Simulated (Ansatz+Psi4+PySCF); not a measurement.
Values are calculated unless marked as measured or tabulated.
## PySCF 2.14.0 run

```python
from pyscf import gto, scf, mp

mol = gto.M(atom="""
Be 0.000000 0.000000 0.269650
H 0.000000 0.000000 -1.078620
""", basis={'Be': 'aug-cc-pcvtz', 'H': 'aug-cc-pvtz'}, charge=-1, spin=0)
mf = scf.RHF(mol)
mf.kernel()
pt = mp.MP2(mf, frozen=None).run()
print(mf.e_tot, pt.e_corr, pt.e_tot)
```

The script is written out from the run's settings.

The run gave:

```json
{"Converged": "yes", "Reference energy": "-15.13317 hartree", "Correlation energy": "-0.10248 hartree", "Total energy": "-15.23565 hartree", "Spin squared of the determinant": "0.000"}
```

Caution: unrestricted orbitals would lower the determinant.
